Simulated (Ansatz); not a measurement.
# Multireference treatment of CHO2 (charge -1), singlet

Program: Ansatz, Gaussian basis, development build. Basis cc-pVDZ, nonrelativistic, 3 orbitals frozen in the corrections. State-specific CASSCF; RHF is the lowest restricted (open-shell) Hartree–Fock solution met. Letters tell apart solutions met in one space. No symmetry is imposed, so a solution can break that of the shape. The lowest solution met needn't be the lowest there is, nor hold the orbitals that a chemist would pick.

Geometry:

```xyz
4

C     0.0000    0.0000   -0.3053
O     0.0000    1.1320    0.2066
O     0.0000   -1.1320    0.2066
H     0.0000    0.0000   -1.4730
```

CASSCF less RHF, in eV, and natural occupations:

```json
{"CAS": "(4,3) a", "CASSCF": "-0.640", "occupations": "1.99, 1.96, 0.04"}
{"CAS": "(4,3) b", "CASSCF": "-0.481", "occupations": "2.00, 1.98, 0.02"}
```

Problem. What totals less RHF do the corrections give on each solution?

Solution. 

```csv
CAS,SC-NEVPT2
"(4,3) a",-13.799
"(4,3) b",-13.502
```

Problem. In CAS(4,3), is the solution lowest in CASSCF also lowest after SC-NEVPT2?

Solution. Yes: (4,3) a stays lowest, 0.30 eV under the next.
